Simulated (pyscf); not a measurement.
Thermochemistry of product channels of `[SiH3][CH2][SiH3]` + `[OH2]` on the singlet surface, in eV, from CCSD(T)/def2-TZVPP + ΔMP2(QZVPP) energies (ideal gas, 1 atm, RRHO with modes under 100 cm⁻¹ raised to 100, one conformer, R ln 2 for chiral ones without a mode under 150 cm⁻¹). Structures and frequencies: ωB97X-D3(BJ)/def2-SVP in PySCF. Correlated levels are frozen-core, on RHF or UHF. ΔMP2 is the change of the MP2 total energy from the triple- to the quadruple-zeta basis.

```json
[
 {"products": "`[OH][SiH3]` + `[CH3][SiH3]`", "ΔE": "-0.82", "ΔH(298 K)": "-0.82", "ΔG(298 K)": "-0.85", "ΔG(900 K)": "?"},
 {"products": "`[SiH4]` + `[OH][CH2][SiH3]`", "ΔE": "+1.24", "ΔH(298 K)": "+1.21", "ΔG(298 K)": "+1.22", "ΔG(900 K)": "+1.29"}
]
```

**Question.** Some entries are withheld; supply them.

**Answer.** 
- `[OH][SiH3]` + `[CH3][SiH3]`, ΔG(900 K): -0.88

These are energies of the channels, which say nothing of barriers. HO–CH₂–SiH₃ lies 2.12 eV over its isomer H₃C–SiH₂–OH (electronic energy, ωB97M-D3(BJ)/def2-TZVP). The CCSD(T) − MP2 part came from Ansatz, without density fitting, on the same reference.
